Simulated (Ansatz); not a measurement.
**Si2NH7 (SMILES [SiH3]N[SiH3]): methods side by side**

The species is Si2NH7 (10 atoms), meant as a singlet with charge 0. As SMILES, `[SiH3]N[SiH3]`. The shape is that of a PBE0-D4/def2-TZVP optimisation.

Quantity: the electronic atomisation energy, in eV. The values are calculated. Electronic energies at fixed atoms, without zero-point motion or spin-orbit coupling.

```
                                 level                    kind  program  value (eV)  CPU time (all runs)
    SVWN5/6-31G* (spherical functions)                     LDA   Ansatz       34.88                  2 s
     BLYP/6-31G* (spherical functions)                     GGA   Ansatz       30.88                3.2 s
   r2SCAN/6-31G* (spherical functions)                meta-GGA   Ansatz       31.22                5.9 s
     PBE0/6-31G* (spherical functions)           global hybrid   Ansatz       30.88                3.4 s
  r2SCAN0/6-31G* (spherical functions)         hybrid meta-GGA   Ansatz       30.97                6.2 s
CAM-B3LYP/6-31G* (spherical functions)  range-separated hybrid   Ansatz       31.56                3.8 s
 PBE-QIDH/6-31G* (spherical functions)           double hybrid   Ansatz       29.95                4.5 s
  RPA@PBE/6-31G* (spherical functions)                     RPA   Ansatz       27.64                4.6 s
  BCCD(T)/6-31G* (spherical functions)   coupled cluster or CI   Ansatz       27.77                3.7 s
```

The values span 27.64 to 34.88 eV. CPU times are rough (shared hosts, several kinds of processor): they show what a rung costs within a factor of a few.
